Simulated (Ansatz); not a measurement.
A made-up structure of CH$_{4}$S, singlet:

C1  (0.565, 0.042, 1.254)
S2  (-0.145, -0.282, -0.375)
H3  (-1.442, 0.121, -0.444)
H4  (-0.101, -1.631, -0.546)
H5  (0.584, 0.303, -1.363)
H6  (0.461, 1.097, 1.234)
(Å)

It is relaxed with PBE-D4/def2-SVP and then PBE0-D4/def2-TZVP (Ansatz 0.2.0). Atoms count as bonded within 1.22 times the sum of their covalent radii (H–H: 0.88 Å). The end point is not checked to be a true minimum.

Task: Does its bonding change? (Judge from chemistry; the calculation decides.)

Result: By the calculation: No: no bond forms or breaks.

Where it ends: The first stage lowers the energy by 2.08 eV in 7 steps. It ends as CH₄S ([CH][SH3]):
```
6
angstrom
C 0.5326 0.0535 1.1846
S -0.0825 -0.1894 -0.2194
H -1.4138 0.0216 -0.6960
H -0.0953 -1.5078 -0.5094
H 0.3920 0.1842 -1.5153
H 0.5902 1.0867 1.5166
```

Labels in which every atom is bracketed show which atoms are joined, not bond orders.

For scale, one of the runs: PBE0-D4/def2-TZVP relaxation, 92 basis functions, launched by `ansatz run in.yaml --threads 2 --pin off --events-out ev --progress --plain --max-ram 4352MiB`. Hardware: 2 CPU threads of an Intel Xeon 6975P-C, shared host. Wall time about 4.5 s.
